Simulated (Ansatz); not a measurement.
# SiHO+ (triplet): wave-function methods side by side, cc-pVDZ

How much of the correlation energy of SiHO+ (triplet) does each wave-function method recover here?

Method: cc-pVDZ, core rule «outside noble gas», up to 6 orbitals frozen; program: Ansatz 0.2.0, Gaussian basis.

The runs, in order: UHF; CCSD(T) on ROHF; CCSD(T) on UHF; BCCD(T) on ROHF; CISD; CCSDT(Q) on ROHF; CCSDT(Q) on UHF; CCSDTQ on ROHF; CCSDTQ on UHF; CASSCF and MRCISD+Q, 10 electrons in 9 orbitals; CASSCF and NEVPT2, 10 electrons in 9 orbitals.

8 further runs of the same task are left out: 4 for a known fault of the program, 4 set aside as unsound or not needed.

**1. The geometry**

The geometry is a PBE0/def2-TZVP stationary point (not a proven minimum) of the parent state, kept for this charge and spin.

3 atoms, charge 1, spin multiplicity 3.

Atoms are counted from 1 here; the program's logs count them from 0.

Bond lengths: Si1–O2 1.650 Å, O2–H3 0.962 Å. Angles: Si1–O2–H3 118.7°.

**2. UHF**

Contents of in.yaml:

```yaml
crystal:
  periodic: [false, false, false]
  atoms:
    - {symbol: Si, position_ang: [0.000000, 0.030957, 0.632254]}
    - {symbol: O, position_ang: [0.000000, -0.098798, -1.012863]}
    - {symbol: H, position_ang: [0.000000, 0.705682, -1.539731]}
basis:
  gaussian: {orbitals: cc-pVDZ}
total_charge: 1
magnetization: {spin_polarized: true, initial_magnetization: 2}
hamiltonian: {xc: hf}
output: {orbitals: {seedname: orbitals}}
```

Run with:

```sh
> ansatz run in.yaml --threads 1 --pin off --events-out ev --progress --plain --max-ram 2560MiB --backend cpu
```

Further steps of the session: CCSD(T) on ROHF; CCSD(T) on UHF; BCCD(T) on ROHF; CISD; CCSDT(Q) on ROHF; CCSDT(Q) on UHF; CCSDTQ on ROHF; CCSDTQ on UHF; CASSCF and MRCISD+Q, 10 electrons in 9 orbitals; CASSCF and NEVPT2, 10 electrons in 9 orbitals.

**Question.** What will the summary of the whole plan be? Wanted: UCCSDTQ below the RHF energy; RMP2 from UCCSDTQ; UMP2 from UCCSDTQ; RCCSD from UCCSDTQ; RCCSD(T) from UCCSDTQ; UCCSD(T) from UCCSDTQ; RCCSDT(Q) from UCCSDTQ; UCCSDT(Q) from UCCSDTQ; NEVPT2 valence from UCCSDTQ.

As calculated:

| quantity | value |
| --- | --- |
| UCCSDTQ below the RHF energy | -6.8503 eV |
| RMP2 from UCCSDTQ | +568.2 meV |
| UMP2 from UCCSDTQ | +554.4 meV |
| RCCSD from UCCSDTQ | +255.9 meV |
| RCCSD(T) from UCCSDTQ | +45.0 meV |
| UCCSD(T) from UCCSDTQ | +45.4 meV |
| RCCSDT(Q) from UCCSDTQ | +1.2 meV |
| UCCSDT(Q) from UCCSDTQ | -7.0 meV |
| NEVPT2 valence from UCCSDTQ | +874.2 meV |
| MRCISD+Q valence from UCCSDTQ | +74.7 meV |
| levels within 1 kcal/mol (43 meV) | RCCSDT, UCCSDT, RCCSDT(Q), UCCSDT(Q), RCCSDTQ |
| T1 diagnostic | 0.041 |
| effectively unpaired electrons | 2.02 |

What this shows: RCCSD(T) misses by +45.0 meV, 0.7 % of the correlation energy. The occupations are near whole numbers, but T1 = 0.041 shows that the orbitals relax strongly. Of the multireference levels listed MRCISD+Q valence comes nearest in total energy (+74.7 meV), which doesn't show that its space is the better one. These misses are within one basis, not against nature; the frozen cores of restricted and unrestricted runs differ, which can shift their rows.
